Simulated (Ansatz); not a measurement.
The input, for Ansatz 0.2.0:

```yaml
crystal:
  periodic: [false, false, false]
  atoms:
    - {symbol: Al, position_ang: [0.064563, -0.095731, 2.937780]}
    - {symbol: Al, position_ang: [-0.100320, 0.109960, 0.384717]}
    - {symbol: N, position_ang: [-0.023693, -0.302826, -1.279911]}
    - {symbol: H, position_ang: [0.059450, 0.288597, -2.042586]}
basis:
  gaussian: {orbitals: cc-pVDZ}
magnetization: {spin_polarized: true, initial_magnetization: 2}
hamiltonian: {xc: {name: r2SCAN}}
```

```sh
$ ansatz run in.yaml --threads 1 --pin off --events-out ev --progress --plain --max-ram 2393MiB
```

Log:

```
544 factors; integrals over basis functions are off by at most 8.1e-4 eV
mean field evaluation 1: about -14678.5599 eV, gradient 5.4e1 eV
mean field evaluation 2: about -14455.8279 eV, gradient 1.1e2 eV
mean field evaluation 4: about -14622.4257 eV, gradient 6.9e1 eV
mean field evaluation 8: about -14694.5883 eV, gradient 1.2e0 eV
mean field evaluation 16: about -14694.6037 eV, gradient 4.6e-2 eV
mean field evaluation 32: about -14694.6038 eV, gradient 1.1e-4 eV
mean field evaluation 64: about -14694.2799 eV, gradient 2.5e0 eV
mean field -14694.60377375 eV, -540.0167283253 hartree, gradient 8.6e-6 eV, S^2 2.033006; 10 other end points of the search recorded, 0 dependent functions left out
reference -14694.60378846 eV, -540.0167288658 hartree; 18, 16 occupied and 37, 39 virtual orbitals, 544 factors
Total energy: -14694.60378846 eV, -540.0167288658 hartree
```

Ran on 1 thread of Arm Neoverse V2, shared host: 15 s wall, 0.18 GiB peak host memory.
